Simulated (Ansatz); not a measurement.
Input file:

```yaml
crystal:
  periodic: [false, false, false]
  atoms:
    - {symbol: O, position_ang: [0.000000, 0.000000, -1.307600]}
    - {symbol: C, position_ang: [0.000000, 0.000000, -0.128849]}
    - {symbol: S, position_ang: [0.000000, 0.000000, 1.436449]}
basis:
  gaussian: {orbitals: STO-3G}
magnetization: {spin_polarized: false}
correlation: {method: ccsdtq, electrons: outside_noble_gas}
```

```sh
$ ansatz run in.yaml --threads 1 --pin off --events-out ev --progress --plain --max-ram 3956MiB --backend cpu
```

Question: Roughly how long does this take on 1 thread of AMD EPYC 7R13, shared host, and how much host memory?

Answer: 5.5 s wall and 0.3 GiB.

```
321 factors; integrals over basis functions are off by at most 4.9e-8 eV
mean field evaluation 1: about -13722.1049 eV, gradient 3.5e1 eV
mean field evaluation 2: about -13722.1365 eV, gradient 3.5e1 eV
mean field evaluation 4: about -13725.5093 eV, gradient 1.6e0 eV
mean field evaluation 8: about -13725.5204 eV, gradient 6.8e-2 eV
mean field evaluation 16: about -13725.4703 eV, gradient 1.1e0 eV
mean field -13725.52041724 eV, -504.4035718416 hartree, gradient 3.7e-7 eV, S^2 0.000000; 0 other end points of the search recorded, 0 dependent functions left out
7 core orbitals not correlated: weight in the atoms' cores, before any rotation towards them, 1.000 or more for the frozen orbitals, at most 0.000 for the correlated occupied ones
reference -13725.52041724 eV, -504.4035718416 hartree; 8, 8 occupied and 4, 4 virtual orbitals, 321 factors
second order -5.05006925 eV of doubles, -0.00000000 eV of singles
cycle   1  -4.44839562 eV  change    6.0e-1 eV  update   1.7e-1
cycle   2  -5.11459508 eV  change   -6.7e-1 eV  update   1.3e-1
cycle   3  -5.31179187 eV  change   -2.0e-1 eV  update   2.8e-2
cycle   4  -5.35766253 eV  change   -4.6e-2 eV  update   1.6e-2
cycle   5  -5.38840713 eV  change   -3.1e-2 eV  update   6.1e-3
cycle   6  -5.38067298 eV  change    7.7e-3 eV  update   2.8e-3
cycle   7  -5.38221419 eV  change   -1.5e-3 eV  update   1.1e-3
cycle   8  -5.38332705 eV  change   -1.1e-3 eV  update   3.8e-4
cycle   9  -5.38292676 eV  change    4.0e-4 eV  update   2.5e-4
cycle  10  -5.38304700 eV  change   -1.2e-4 eV  update   8.3e-5
cycle  11  -5.38302544 eV  change    2.2e-5 eV  update   3.9e-5
cycle  12  -5.38297288 eV  change    5.3e-5 eV  update   1.3e-5
cycle  13  -5.38299017 eV  change   -1.7e-5 eV  update   4.7e-6
cycle  14  -5.38299905 eV  change   -8.9e-6 eV  update   1.6e-6
cycle  15  -5.38299788 eV  change    1.2e-6 eV  update   1.2e-6
cycle  16  -5.38299730 eV  change    5.8e-7 eV  update   4.3e-7
Total energy: -13730.90341454 eV, -504.6013933437 hartree
```

For the same geometry and basis full CI lies 1.5 meV higher.
